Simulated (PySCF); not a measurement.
SMILES C#N (B3LYP/def2-SVP optimised geometry):

```
3

C     -0.038     0.000     0.000
N      1.117     0.000     0.000
H     -1.117     0.000     0.000
```

Computed with B3LYP/def2-TZVP (PySCF).

What are the frontier orbital energies and the dipole moment?

HOMO-2 -10.68 eV, HOMO-1 -10.11 eV, HOMO -10.11 eV, LUMO -0.09 eV, LUMO+1 -0.09 eV; dipole moment 3.04 D.

On the same geometry PBE/def2-TZVP (PySCF 2.14.0) gives HOMO-2 -9.09 eV, HOMO-1 -8.99 eV, HOMO -8.99 eV, LUMO -0.94 eV, LUMO+1 -0.94 eV; dipole moment 2.94 D.

Meta-Löwdin charges at B3LYP/def2-TZVP: C1 -0.02, N2 -0.17, H3 0.19.
